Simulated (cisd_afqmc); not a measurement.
System: ClF, charge 1, doublet. ClF+ (parent SMILES FCl, doublet).
B3LYP-D3(BJ)/def2-TZVP minimum from Ansatz:
```
F
Cl 1 1.5412
```
Charge +1, spin multiplicity 2.

Phaseless AFQMC (cisd_afqmc on Ansatz's integrals) in cc-pV(T+d)Z, frozen core: how the trial state and the time step act. The spread is the standard deviation of the local energy over walkers; bars are one sigma, widened where a walk drifts.

| trial | step (1/Eh) | walkers x blocks averaged | spread (Eh) | energy (Eh) |
|---|---|---|---|---|
| CISD | 0.005 | 76500 | 0.058 | -558.9268 ± 0.0004 |
| CISD | 0.0025 | 64500 | 0.057 | -558.9268 ± 0.0004 |

CCSDT(Q) in the same basis (Ansatz) gives -558.9281 Eh.
